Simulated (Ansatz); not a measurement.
A series at Si: from `F[SiH](F)F`, ligands are replaced one by one, each step taking up H₂ and setting free H–F; n counts the steps. Ansatz, PBE0-D4/def2-TZVP geometries.

| n | molecule | HOMO energy, ωB97M-V/def2-TZVPP (eV) |
| --- | --- | --- |
| 0 | `F[SiH](F)F` | -13.56 |
| 1 | `F[SiH2]F` | -12.16 |
| 2 | `F[SiH3]` | -12.06 |
| 3 | SiH₄ | ? |

Question: By hand: fit a straight line y = ȳ + b (n − n̄) to the 3 given rows and predict n = 3.

Answer: n̄ = 1.000, ȳ = -12.593; Σ(n − n̄)(y − ȳ) = 1.500, Σ(n − n̄)² = 2.000, so b = 0.750 eV a step. Prediction: -12.593 + (0.750) × (2.000) = -11.09 eV.

Question: By hand: compare with the computed value, -12.14 eV, and give the steps along the whole series.

Answer: The line misses by -1.05 eV (computed minus predicted). Steps: 1.40, 0.10, -0.08 eV.

The steps change sign along the series, so a line is a poor guide. The highest orbital can change its character along such a series. The miss is 70.0 % of the series' range.
